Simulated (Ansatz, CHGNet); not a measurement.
Antifluorite Mg2Si: equilibrium lattice constant a by level of theory

No measured value is used here.

| level (code) | value (Å) |
|---|---|
| CHGNet 0.3.0 | 6.363 |
| LDA (Ansatz) | 6.260 |
| PBE (Ansatz) | 6.365 |
| rVV10 (Ansatz) | 6.360 |
| B3LYP (VWN-RPA form) (Ansatz) | 6.364 |
| HSE06 (Ansatz) | ___ |
| Hartree–Fock (Ansatz) | ___ |

### Question
Complete the blanks.

### Answer

- HSE06 (Ansatz, a first-principles code), value (Å): 6.337
- Hartree–Fock (Ansatz), value (Å): 6.441

Cutoffs and k meshes differ between the levels. Ansatz's density-functional and Hartree–Fock values are scalar-relativistic unless marked +SOC, with PAW data made under PBE.

Machine-learned potentials (CHGNet 0.3.0) are trained on DFT data: a solid inside that data is no test of them.
